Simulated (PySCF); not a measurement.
# NH3: coupled-cluster ionisations and excitations

What coupled-cluster ionisations and excitations should NH3 (`N`) show?

The runs use PySCF 2.14.0, with density-fitted response routines of our own; the level of theory stands in each step. All values are computed, except where a source is named. Atoms are numbered from 0 throughout.

### Step 1. The starting structure

4 atoms, charge 0, multiplicity 1; geometry from: PBE0-D3(BJ)/def2-TZVP.

Bonds of the start (Å): N0–H1 1.01, N0–H2 1.01, N0–H3 1.01.

### Step 2. EOM-CCSD: aug-cc-pVTZ

What the job is given:

```
{"job": {"kind": "eom", "basis": "aug-cc-pVTZ", "nip": 2, "nee": 6}, "charge": 0, "multiplicity": 1}
N      0.000685    -0.001387     0.071455
H     -0.579177    -0.736991    -0.312432
H     -0.358069     0.876199    -0.283327
H      0.928601    -0.121592    -0.314885
```

With the program's defaults for keys left out, this is: EOM-CCSD/aug-cc-pVTZ, vertical, frozen core, gas phase.

The log of the run:

```text
E(HF) = -56.2203346839
E(MP2) = -56.4605347753
E(CCSD) = -56.4721994962
T1 diagnostic = 0.0083

EOM-IP-CCSD (eV)   Koopmans (eV)
  10.8291      11.6556
  16.6017      17.1227

EOM-EE-CCSD singlets (eV): 6.5705 8.1145 8.1145 9.3038 9.9186 10.0939

EOM-EE-CCSD triplets (eV): 6.2691 7.9891 7.9891
```

Wall time 4.4 min (2 threads of Intel Xeon at 2.50GHz (Skylake/Cascade Lake), shared host).

Ionisations by orbital:

```
  hole  EOM-IP-CCSD (eV)  Koopmans (eV)  difference  one-hole weight
  HOMO             10.83          11.66       -0.83             0.95
HOMO−1             16.60          17.12       -0.52             0.96
```

Excited states (Hartree-Fock orbitals):

```
    state     eV                    main excitations
singlet 1   6.57    HOMO→LUMO 0.72, HOMO→LUMO+4 0.23
singlet 2   8.11  HOMO→LUMO+1 0.75, HOMO→LUMO+6 0.13
singlet 3   8.11  HOMO→LUMO+2 0.76, HOMO→LUMO+5 0.13
singlet 4   9.30                    HOMO→LUMO+3 0.92
singlet 5   9.92    HOMO→LUMO+4 0.64, HOMO→LUMO 0.26
singlet 6  10.09  HOMO→LUMO+7 0.54, HOMO→LUMO+5 0.35
triplet 1   6.27    HOMO→LUMO 0.66, HOMO→LUMO+4 0.26
triplet 2   7.99  HOMO→LUMO+2 0.70, HOMO→LUMO+5 0.13
triplet 3   7.99  HOMO→LUMO+1 0.70, HOMO→LUMO+6 0.13
```

### Step 3. What came out

```
                        quantity            value
correlation energy, MP2 and CCSD  -6.54, -6.85 eV
                   T1 diagnostic           0.0083
  first ionisation (EOM-IP-CCSD)         10.83 eV
    lowest singlet (EOM-EE-CCSD)          6.57 eV
```

In words: MP2 recovers 95 % of the CCSD correlation energy. For the hole of the first ionisation, Koopmans' theorem lies 0.83 eV above EOM-IP-CCSD.
